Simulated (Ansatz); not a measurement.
**N2H3 (hydrazinyl radical) at U-r2SCAN/STO-3G**

What is the energy change on altering one bond length of N2H3 (hydrazinyl radical) at U-r2SCAN/STO-3G? 

Program for the calculation: Ansatz 0.2.0.

34 further runs of the same task are left out: 34 set aside as unsound or not needed.

## Step 1: The system as given

N2H3 has 5 atoms, charge 0, and is taken as a doublet. As SMILES, `[NH]N`. Geometry: relaxed at GFN2-xTB. This is one conformer, not always the lowest.

Bond lengths: N1–N2 1.335 Å, N1–H3 1.020 Å, N2–H4 1.011 Å, N2–H5 1.017 Å. Angles: N1–N2–H4 112.8°, N1–N2–H5 121.7°, N2–N1–H3 109.8°, H4–N2–H5 116.1°.

## Step 2: The energy at U-r2SCAN/STO-3G

Contents of in.yaml:

```yaml
crystal:
  periodic: [false, false, false]
  atoms:
    - {symbol: "N", position_ang: [-0.174970, -0.805480, 0.447260]}
    - {symbol: "N", position_ang: [-0.126270, 0.251970, -0.365880]}
    - {symbol: H, position_ang: [0.751750, -0.989150, 0.831090]}
    - {symbol: H, position_ang: [-1.043070, 0.577800, -0.638700]}
    - {symbol: H, position_ang: [0.592550, 0.964850, -0.273770]}
basis:
  gaussian:
    orbitals: STO-3G
magnetization:
  spin_polarized: true
  initial_magnetization: 1
hamiltonian:
  xc: {name: r2SCAN}
accuracy: high
```

Run with:

```sh
$ ansatz run in.yaml --threads 1 --pin off --max-ram 2610MiB --events-out events.jsonl --progress --plain --runs-dir runs
```

The program printed:

```text
Warning: RAYON_NUM_THREADS=1 ignored (pool sized by the plan → 1); use --threads N
Functional definition: r2SCAN
  name "r2SCAN"
  parameter k0 = 0.174
  parameter k1 = 0.065
  parameter a1 = 4.9479
  exchange = r2scan_x(k0 = k0, k1 = k1, a1 = a1)
  correlation = r2scan_c
209 factors; integrals over basis functions are off by at most 1.2e-8 eV
mean field evaluation 1: about -2984.0592 eV, gradient 1.1e1 eV
mean field evaluation 2: about -2983.6800 eV, gradient 1.5e1 eV
mean field evaluation 4: about -2984.9956 eV, gradient 6.3e-1 eV
mean field evaluation 8: about -2984.9599 eV, gradient 5.2e-3 eV
mean field evaluation 16: about -2984.9599 eV, gradient 7.4e-7 eV
mean field -2984.95992799 eV, -109.6952540751 hartree, gradient 2.1e-8 eV, S^2 0.751540; 0 other end points of the search recorded, 0 dependent functions left out
reference -2984.95992871 eV, -109.6952541015 hartree; 9, 8 occupied and 4, 5 virtual orbitals, 209 factors
Total energy: -2984.95992871 eV, -109.6952541015 hartree
```

Wall time 2.7 s (1 thread of Arm Neoverse V1, shared host); peak memory 0.18 GiB.

## Step 3: The distorted shape at the same level

Contents of input.yaml:

```yaml
crystal:
  periodic: [false, false, false]
  atoms:
    - {symbol: "N", position_ang: [-0.406672, -0.759558, 0.351293]}
    - {symbol: N, position_ang: [-0.357972, 0.297892, -0.461847]}
    - {symbol: H, position_ang: [0.751750, -0.989150, 0.831090]}
    - {symbol: H, position_ang: [-1.274772, 0.623722, -0.734667]}
    - {symbol: H, position_ang: [0.360848, 1.010772, -0.369737]}
basis:
  gaussian:
    orbitals: STO-3G
magnetization:
  spin_polarized: true
  initial_magnetization: 1
hamiltonian:
  xc: r2scan
accuracy: high
```

Run with:

```sh
$ ansatz run input.yaml --threads 1 --pin off --max-ram 2610MiB --events-out events.jsonl --progress --plain --runs-dir runs
```

The program printed, cut to the lines that bear on the results:

```text
Warning: RAYON_NUM_THREADS=1 ignored (pool sized by the plan → 1); use --threads N
[... 7 set-up lines as earlier in the session ...]
209 factors; integrals over basis functions are off by at most 1.3e-8 eV
mean field evaluation 1: about -2983.7477 eV, gradient 1.0e1 eV
mean field evaluation 2: about -2983.1469 eV, gradient 1.5e1 eV
mean field evaluation 4: about -2984.5575 eV, gradient 4.2e-1 eV
mean field evaluation 8: about -2984.5073 eV, gradient 1.9e-2 eV
mean field evaluation 16: about -2984.5073 eV, gradient 1.3e-6 eV
mean field -2984.50731412 eV, -109.6786208221 hartree, gradient 1.2e-8 eV, S^2 0.752939; 0 other end points of the search recorded, 0 dependent functions left out
reference -2984.50731486 eV, -109.6786208493 hartree; 9, 8 occupied and 4, 5 virtual orbitals, 209 factors
Total energy: -2984.50731486 eV, -109.6786208493 hartree
```

It took 2.7 s on 1 thread of Arm Neoverse V1, shared host; peak memory 0.18 GiB.

## Step 4: Outcome

Level: U-r2SCAN/STO-3G.

| quantity | value |
| --- | --- |
| first shape: total energy | -109.69525 Eh |
| first shape: ⟨S²⟩ | 0.752 |
| distorted shape: total energy | -109.67862 Eh |
| distorted shape: ⟨S²⟩ | 0.753 |
| energy change with the N1–H3 bond stretched from 1.020 to 1.275 Å | 0.453 eV |

With the N1–H3 bond stretched from 1.020 to 1.275 Å the energy rises by 0.45 eV (10.4 kcal/mol). The first shape isn't relaxed at this level, so the change isn't measured from a minimum. The minimal basis adds a large error of its own.
